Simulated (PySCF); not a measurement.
Species: BH6N.
SMILES: `[BH3-][NH3+]`

Vertical excitations from PySCF (density fitting, frozen core in the response, grid level 2 and gas phase unless stated; continuum runs use non-equilibrium linear response for the excitations) on a GFN2-xTB geometry. Reference run:

| settings | S1, eV (f) | S2, eV (f) | S3, eV (f) | S4, eV (f) | S5, eV (f) | S6, eV (f) | T1, eV (Tamm–Dancoff) | mean α (au) |
| --- | --- | --- | --- | --- | --- | --- | --- | --- |
| wB97X-D/def2-SVPD, full TDDFT, 8 singlets | 7.00 (0.023) | 7.00 (0.023) | 8.62 (0.085) | 8.63 (0.085) | 8.97 (0.000) | 9.00 (0.033) | 6.93 | 31.1 |

Question: What do these settings give: PBE/def2-SVPD, TDA, 1 singlet?

Answer: 
```tsv
settings	S1, eV (f)	S2, eV (f)	S3, eV (f)	S4, eV (f)	S5, eV (f)	S6, eV (f)	T1, eV (Tamm–Dancoff)	mean α (au)
PBE/def2-SVPD, TDA, 1 singlet	5.52 (0.005)	–	–	–	–	–	5.42	32.3
```

S1 moves by -1.48 eV; functional and response scheme change together, so the shift can't be laid on one. States are counted by energy in each run and needn't keep their character from row to row.

Question: Give the leading configurations of S1 (H = HOMO, L = LUMO) and the HOMO–LUMO gap of each run.

Answer: 
| settings | S1 configurations (weight) | S1 (eV) | orbital gap (eV) | S1 − gap (eV) |
| --- | --- | --- | --- | --- |
| wB97X-D/def2-SVPD, full TDDFT, 8 singlets | H→L 0.96 | 7.00 | 11.26 | -4.26 |
| PBE/def2-SVPD, TDA, 1 singlet | H→L 1.00 | 5.52 | 5.49 | +0.03 |

Where S1 or the frontier orbitals are degenerate, the weights hang on an arbitrary mixing within the set.

